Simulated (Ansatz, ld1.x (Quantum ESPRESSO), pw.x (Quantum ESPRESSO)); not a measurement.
**B: does the ultrasoft potential hold in the solid?**

B, ultrasoft, made with ld1.x (Quantum ESPRESSO) 7.5 (PBEsol, scalar-relativistic). Core [He], reference 2s1 2p0 (charge +2). Waves: 2s (bound): rcut 1.08, rcutus 1.14 bohr; 2s channel at 1 Ry: rcut 1.08, rcutus 1.14 bohr; 2p (bound, empty): rcut 2.10, rcutus 2.70 bohr; 2p channel at -1.3 Ry: rcut 2.10, rcutus 2.70 bohr; 3d channel at 0.4 Ry: rcut 1.50, rcutus 1.90 bohr. Local part: all-electron potential smoothed inside 1.65 bohr (lloc = -1). Core correction: Bessel-smoothed model core, default radius (core density twice the valence density). Augmentation charge: PSQ, radius 1.20 bohr.

Atomic tests: cutoffs needed: 18 Ry and 30 Ry (the cutoffs (Ry, on a coarse ladder) from which the occupation-weighted sum of valence levels, in a spherical-Bessel basis at the reference potential, stays within 10 and 1 mRy of its value at 400 Ry); ghost test: no extra level below or beside the all-electron valence levels (s, p, d, f tested) (spherical-Bessel basis up to 400 Ry, 20 bohr box); largest excitation error: -359 meV (all-electron minus pseudo) for 2s0 2p3, out of 7 test configurations.

Crystal test: fcc B in pw.x 7.5, no spin, 18³ k-points, Fermi–Dirac smearing 0.01 Ry, cutoffs 40/400 Ry. The lattice is a test structure that the element need not adopt, and mesh and smearing are coarse.

pw.x input:

```
&control
  calculation='scf', prefix='x', pseudo_dir='./', outdir='./tmp', tstress=.true., disk_io='low'
/
&system
  ibrav=0, nat=1, ntyp=1, ecutwfc=40, ecutrho=400, nbnd=8,
  occupations='smearing', smearing='fd', degauss=0.01
/
&electrons
  conv_thr=1e-09, mixing_beta=0.4, electron_maxstep=70
/
ATOMIC_SPECIES
B 1.0 B.UPF
CELL_PARAMETERS angstrom
  0.00000000 1.42898750 1.42898750
  1.42898750 0.00000000 1.42898750
  1.42898750 1.42898750 0.00000000
ATOMIC_POSITIONS crystal
B 0.0000 0.0000 0.0000
K_POINTS automatic
18 18 18 0 0 0
```

```bash
pw.x < B.scf.in > B.scf.out
```

How does the run end?

It converges; the pressure is 172.29 GPa against -0.51 GPa from all-electron LAPW. The largest radius (2.70 bohr) exceeds half the bond length (1.91 bohr), so the spheres overlap, which is one possible source of error among others. A pressure error of this size marks a broken potential; the numbers have no physical meaning. The log shows:

```
     estimated scf accuracy    <       0.23093451 Ry
     iteration #  2     ecut=    40.00 Ry     beta= 0.40
     negative rho (up, down):  7.621E-02 0.000E+00
     total energy              =      -6.59993138 Ry
     estimated scf accuracy    <       0.08194718 Ry
     iteration #  3     ecut=    40.00 Ry     beta= 0.40
     negative rho (up, down):  4.990E-02 0.000E+00
     total energy              =      -6.60197989 Ry
     estimated scf accuracy    <       0.00917672 Ry
     iteration #  4     ecut=    40.00 Ry     beta= 0.40
     negative rho (up, down):  4.587E-02 0.000E+00
     total energy              =      -6.60512870 Ry
     estimated scf accuracy    <       0.00003322 Ry
     iteration #  5     ecut=    40.00 Ry     beta= 0.40
     negative rho (up, down):  4.961E-02 0.000E+00
     total energy              =      -6.60500345 Ry
     estimated scf accuracy    <       0.00024680 Ry
     iteration #  6     ecut=    40.00 Ry     beta= 0.40
     negative rho (up, down):  4.967E-02 0.000E+00
     total energy              =      -6.60505214 Ry
     estimated scf accuracy    <       0.00000231 Ry
     iteration #  7     ecut=    40.00 Ry     beta= 0.40
     negative rho (up, down):  5.007E-02 0.000E+00
     total energy              =      -6.60505077 Ry
     estimated scf accuracy    <       0.00000188 Ry
     iteration #  8     ecut=    40.00 Ry     beta= 0.40
     negative rho (up, down):  5.009E-02 0.000E+00
     the Fermi energy is    15.4309 ev
!    total energy              =      -6.60505128 Ry
     estimated scf accuracy    <          1.7E-10 Ry
     smearing contrib. (-TS)   =      -0.00094172 Ry
     The total energy is F=E-TS. E is the sum of the following terms:
     one-electron contribution =       4.90747908 Ry
     hartree contribution      =       0.21036285 Ry
     xc contribution           =      -4.08163248 Ry
     ewald contribution        =      -7.64031901 Ry
     convergence has been achieved in   8 iterations
     negative rho (up, down):  5.009E-02 0.000E+00
          total   stress  (Ry/bohr**3)                   (kbar)     P=     1722.92
```
